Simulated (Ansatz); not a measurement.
`OC(O)(O)F` and `OC(O)O` differ in one atom or group.

Ansatz, PBE0-D4/def2-TZVP geometries, multiplicity 1. Each molecule was computed in one conformer, which needn't be the lowest.

```tsv
property	`OC(O)(O)F`
zero-point energy (PBE0-D4/def2-TZVP) / kJ/mol	141.6
size of the dipole moment (ωB97M-V/def2-TZVPP) / D	1.87
LUMO energy (ωB97M-V/def2-TZVPP) / eV	2.04
HOMO–LUMO gap (ωB97M-V/def2-TZVPP) / eV	13.56
ideal-gas entropy at 298 K and 1 bar (rigid rotor, harmonic PBE0-D4/def2-TZVP) / J/(mol·K)	301
LUMO energy (PBE0/def2-TZVPP) / eV	0.65
```

Question: What does the change do to each property? (An estimate is asked.)

Answer: The calculation gave: 
```tsv
property	`OC(O)O`	shift
zero-point energy (PBE0-D4/def2-TZVP) / kJ/mol	162.1	20.5
size of the dipole moment (ωB97M-V/def2-TZVPP) / D	1.54	-0.33
LUMO energy (ωB97M-V/def2-TZVPP) / eV	2.46	0.42
HOMO–LUMO gap (ωB97M-V/def2-TZVPP) / eV	13.57	0.01
ideal-gas entropy at 298 K and 1 bar (rigid rotor, harmonic PBE0-D4/def2-TZVP) / J/(mol·K)	288	-13
LUMO energy (PBE0/def2-TZVPP) / eV	1.05	0.40
```

Dipoles are sizes alone; their direction can turn.
